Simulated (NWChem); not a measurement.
How the cost of wB97X grows with the basis: MgHCl

MgHCl: 3 atoms, total charge 0, spin state singlet. SMILES: `[MgH][Cl]`. Geometry: relaxed at PBE0-D4/def2-TZVP.

wB97X, energy, NWChem 7.3.0, on 1 thread of Intel Xeon 6975P-C (Granite Rapids), shared host. N is the number of basis functions, t the processor time.

| basis | N | t (s) | ln N | ln t |
| --- | --- | --- | --- | --- |
| 6-31+G(d) | 46 | 6 | 3.829 | 1.792 |
| 6-311+G(d,p) | 66 | 9.6 | 4.190 | 2.262 |
| 6-311++G(2d,2p) | 80 | 15 | 4.382 | 2.708 |
| 6-311++G(3df,3pd) | 112 | ? | 4.718 | ? |

Q: Fit t = C·Nᵖ to the known rows and estimate the time in 6-311++G(3df,3pd).

A: 
1. Means of the 3 rows: ln N = 4.13367, ln t = 2.2540.
2. Σ(Δln N)² = 0.15766, Σ(Δln N·Δln t) = 0.25395, so the slope is 0.25395/0.15766 = 1.6107.
3. Intercept: 2.2540 − (1.6107) × 4.13367 = -4.4041. The largest residual of the fit is 0.083.
4. ln t = -4.4041 + 1.6107 × 4.718, so t ≈ 24 s.

The run took 44 s, so the estimate is too short by a factor of about 1.8. The fitted power is 1.6, with the electron count fixed. Fixed start-up costs flatten the line at the short runs, so it runs low for the long one.
